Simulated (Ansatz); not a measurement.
Ansatz (a quantum-chemistry and plane-wave program) input (B3LYP-D3(BJ)/def2-TZVP):

Ansatz 0.2 input:
```yaml
crystal:
  periodic: [false, false, false]
  atoms:
    - {symbol: C, position_ang: [-0.01491919, 0.36771954, -0.33140645]}
    - {symbol: Cl, position_ang: [-0.04369770, 0.23861620, 1.53976832]}
    - {symbol: H, position_ang: [0.88606266, -0.26622987, -0.56778958]}
    - {symbol: H, position_ang: [-0.87738770, -0.30705161, -0.59821023]}
basis:
  gaussian:
    orbitals: def2-TZVP
hamiltonian:
  xc: b3lyp
  dispersion: d3bj
total_charge: -1
relax: {f_tol: 0.002, max_steps: 150}
```

End of the output:

```
relax step   5: F+E_penalty+E_count = -13592.35993342 eV  Δ(F+E_penalty+E_count) = -2.428e-4 eV  max|allowed force component| = 1.299e-2 eV/Å  Δτ_max = 0.0043 Å  (31 SCF iters, accepted)
these checks for a lower state are left out or cut short: starts, cluster_reference, orbital_swaps, neighbouring_geometries, increment
integrals: 0.01 GiB planned
531 factors; their error is unknown
mean field: 0.17 GiB planned
mean field -13592.27675353 eV, -499.5069575161 hartree, gradient 1.8e-5 eV, S^2 0.000000; 0 other end points of the search recorded, 0 dependent functions left out
the calculation of the forces begins
reference -13592.27693786 eV, -499.5069642900 hartree; 13, 13 occupied and 67, 67 virtual orbitals, 531 factors
relax step   6: F+E_penalty+E_count = -13592.35993898 eV  Δ(F+E_penalty+E_count) = -5.560e-6 eV  max|allowed force component| = 2.657e-3 eV/Å  Δτ_max = 0.0007 Å  (32 SCF iters, accepted)
these checks for a lower state are left out or cut short: starts, cluster_reference, orbital_swaps, neighbouring_geometries, increment
integrals: 0.01 GiB planned
531 factors; their error is unknown
mean field: 0.17 GiB planned
mean field -13592.27675481 eV, -499.5069575633 hartree, gradient 1.8e-5 eV, S^2 0.000000; 0 other end points of the search recorded, 0 dependent functions left out
the calculation of the forces begins
reference -13592.27693915 eV, -499.5069643375 hartree; 13, 13 occupied and 67, 67 virtual orbitals, 531 factors
relax step   7: F+E_penalty+E_count = -13592.35993920 eV  Δ(F+E_penalty+E_count) = -2.209e-7 eV  max|allowed force component| = 9.289e-5 eV/Å  Δτ_max = 0.0001 Å  (33 SCF iters, accepted)
integrals: 0.01 GiB planned
531 factors; their error is unknown
mean field: 0.17 GiB planned
mean field evaluation 64: about -13592.2768 eV, gradient 1.8e-5 eV
mean field -13592.27675481 eV, -499.5069575633 hartree, gradient 1.8e-5 eV, S^2 0.000000; 1 other end points of the search recorded, 0 dependent functions left out
the calculation of the forces begins
reference -13592.27693915 eV, -499.5069643375 hartree; 13, 13 occupied and 67, 67 virtual orbitals, 531 factors
Total energy: -13592.36012354 eV, -499.5100213074 hartree
Atom 0 at    -0.014277     0.378482    -0.385794 Å, force    -0.000002     0.000093    -0.000019 eV/Å
Atom 1 at    -0.044554     0.232474     1.589374 Å, force     0.000001    -0.000022    -0.000034 eV/Å
Atom 2 at     0.867745    -0.269028    -0.565902 Å, force    -0.000015    -0.000036     0.000026 eV/Å
Atom 3 at    -0.858856    -0.308874    -0.595316 Å, force     0.000017    -0.000035     0.000028 eV/Å
Dipole moment:     0.000633    -0.366687     0.459608 e Å
```

It need not be the lowest isomer of its formula. Whether it binds its extra electron was not tested at this geometry.
